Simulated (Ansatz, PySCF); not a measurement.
Gas-phase reaction (SMILES): CNC [N-methylmethanamine] + H+ → C[NH2+]C; protonation at N, whose ΔH is minus the proton affinity.

Geometries: B3LYP-D3(BJ)/def2-TZVP minima from Ansatz (a quantum-chemistry and plane-wave program). Correlated levels leave the core frozen unless marked. Spin-orbit coupling is left out. No relativistic terms. Basis-set limits of correlation are two-point, X^-3; Hartree-Fock from the larger set. The bracket is a focal-point correction in the basis named. Thermal terms are rigid-rotor harmonic-oscillator values from B3LYP-D3(BJ) frequencies (PySCF) at 298.15 K and 1 atm. 1 Eh = 627.5095 kcal/mol. The proton has no electrons: its energy is zero and its thermal terms are those of translation.

```tsv
species	E, RI-MP2/CBS(cc-pVTZ,cc-pVQZ)+[CCSD(T)-MP2]/cc-pVTZ (Ansatz) (Eh)	E, r2SCAN-D4/def2-TZVPD (Ansatz + dftd4) (Eh)	H - E (Eh)	G - E (Eh)
CNC	-135.00022	-135.12762	0.09743	0.06661
H+	0.00000	0.00000	0.00236	-0.01000
C[NH2+]C	-135.36826	-135.49416	0.11317	0.08266
```

Task: Work out ΔE and ΔH, ΔG, ΔS and the equilibrium constant at 298.15 K at the first level, then ΔH at the second.

Result: 
1. ΔE = [(-135.36826)] - [(-135.00022) + (0.00000)] = -0.36804 Eh = -230.9 kcal/mol at RI-MP2/CBS(cc-pVTZ,cc-pVQZ)+[CCSD(T)-MP2]/cc-pVTZ.
2. The terms H - E add up to 0.01338 Eh, so ΔH = (-0.36804 + (0.01338))×627.5095 = -222.6 kcal/mol.
3. The terms G - E add up to 0.02605 Eh, so ΔG = -214.6 kcal/mol, and ΔS = (0.01338 - (0.02605))×627509.5/298.15 = -26.7 cal/(mol K).
4. log10 K = -ΔG/(RT ln 10) = 157.3, with RT ln 10 = 1.3642 kcal/mol.
5. At r2SCAN-D4/def2-TZVPD the same steps give ΔE = -230.0 and ΔH = -221.6 kcal/mol, a shift of +1.0 from the first level.
6. These values are not checked against measurement here, since the tables used lack a sound gas-phase enthalpy of formation for at least one species, or one in the same ion convention.
